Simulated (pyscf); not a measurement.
Thermochemistry of product channels of `[O]=[Cr](=[O])=[O]` + `[CH2]=[CH2]` on the singlet surface, in kcal/mol, from ωB97M-D3(BJ)/def2-TZVP energies (ideal gas, 1 atm, RRHO with modes under 100 cm⁻¹ raised to 100, one conformer, R ln 2 for chiral ones without a mode under 150 cm⁻¹). PySCF, gas phase, ωB97X-D3(BJ)/def2-SVP geometries.

```csv
products,ΔE,ΔH(298 K),ΔG(298 K),ΔG(1200 K)
`[O]=[Cr]1(=[O])[CH2][CH2][O]1`,…,-38.8,-27.2,…
`[CH2]=[CH][Cr](=[O])(=[O])[OH]`,-44.0,-43.0,-32.7,-4.9
```

Task: Complete the blanks.

Result: 
- `[O]=[Cr]1(=[O])[CH2][CH2][O]1`, ΔE: -40.9
- `[O]=[Cr]1(=[O])[CH2][CH2][O]1`, ΔG(1200 K): +6.2

The channel to cyclic C₂H₄CrO₃ (SMILES [O]=[Cr]1(=[O])[CH2]C[O]1) turns unfavourable between 298 and 1200 K (ΔG from -27.2 kcal/mol to +6.2 kcal/mol).

These are energies of the channels, which say nothing of barriers.
